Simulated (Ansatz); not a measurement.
**CH₂ (triplet): from Hartree-Fock to the top rungs, cc-pVTZ**

How much of the correlation energy of CH₂ (triplet) does each wave-function method recover here?

Method: cc-pVTZ, core rule «outside noble gas», up to 1 orbitals frozen; program: Ansatz 0.2.0, Gaussian basis.

The runs, in order: UHF; CCSD(T) on ROHF; CCSD(T) on UHF; BCCD(T) on ROHF; CISD; CCSDT(Q) on ROHF; CCSDT(Q) on UHF; CASSCF and MRCISD+Q, 6 electrons in 6 orbitals; CASSCF and NEVPT2, 6 electrons in 6 orbitals.

14 further runs of the same task are left out: 1 for a mislabelled method, 3 that didn't finish, 10 set aside as unsound or not needed.

## (1) What is computed

The geometry is a PBE0/def2-TZVP stationary point (not a proven minimum) of the parent state, kept for this charge and spin.

3 atoms, charge 0, spin multiplicity 3.

Atoms are counted from 1 here; the program's logs count them from 0.

Bond lengths: C1–H2 1.113 Å, C1–H3 1.113 Å. Angles: H2–C1–H3 101.6°.

Coordinates:

```xyz
3
charge 0, multiplicity 3
C     0.0000   -0.1011    0.0000
H     0.0000    0.6021   -0.8621
H     0.0000    0.6021    0.8621
```

## (2) UHF

Contents of in.yaml:

```yaml
crystal:
  periodic: [false, false, false]
  atoms:
    - {symbol: C, position_ang: [0.000000, -0.101062, 0.000000]}
    - {symbol: H, position_ang: [0.000000, 0.602132, -0.862093]}
    - {symbol: H, position_ang: [0.000000, 0.602132, 0.862093]}
basis:
  gaussian: {orbitals: cc-pVTZ}
magnetization: {spin_polarized: true, initial_magnetization: 2}
hamiltonian: {xc: hf}
output: {orbitals: {seedname: orbitals}}
```

The run is started by

```console
$ ansatz run in.yaml --threads 1 --pin off --events-out ev --progress --plain --max-ram 2393MiB
```

After this run come: CCSD(T) on ROHF; CCSD(T) on UHF; BCCD(T) on ROHF; CISD; CCSDT(Q) on ROHF; CCSDT(Q) on UHF; CASSCF and MRCISD+Q, 6 electrons in 6 orbitals; CASSCF and NEVPT2, 6 electrons in 6 orbitals.

Before running them: what should the planned runs give, taken together? Wanted: UCCSDT(Q) below the RHF energy; RMP2 from UCCSDT(Q); UMP2 from UCCSDT(Q); RCCSD from UCCSDT(Q); RCCSD(T) from UCCSDT(Q); UCCSD(T) from UCCSDT(Q); RCCSDT(Q) from UCCSDT(Q); NEVPT2 valence from UCCSDT(Q); MRCISD+Q valence from UCCSDT(Q).

The runs gave:

| quantity | value |
| --- | --- |
| UCCSDT(Q) below the RHF energy | -3.9667 eV |
| RMP2 from UCCSDT(Q) | +14.59 kcal/mol |
| UMP2 from UCCSDT(Q) | +14.60 kcal/mol |
| RCCSD from UCCSDT(Q) | +2.66 kcal/mol |
| RCCSD(T) from UCCSDT(Q) | +0.39 kcal/mol |
| UCCSD(T) from UCCSDT(Q) | +0.38 kcal/mol |
| RCCSDT(Q) from UCCSDT(Q) | +0.02 kcal/mol |
| NEVPT2 valence from UCCSDT(Q) | +14.25 kcal/mol |
| MRCISD+Q valence from UCCSDT(Q) | +0.71 kcal/mol |
| levels within 1 kcal/mol (43 meV) | RCCSD(T), UCCSD(T), BCCD(T), RCCSDT, UCCSDT, RCCSDT(Q), MRCISD+Q valence |
| T1 diagnostic | 0.018 |
| effectively unpaired electrons | 2.01 |

What this shows: RCCSD(T) misses by +0.39 kcal/mol, 0.4 % of the correlation energy. One determinant dominates. Of the multireference levels listed MRCISD+Q valence comes nearest in total energy (+0.71 kcal/mol), which doesn't show that its space is the better one. These misses are within one basis, not against nature; the frozen cores of restricted and unrestricted runs differ, which can shift their rows.
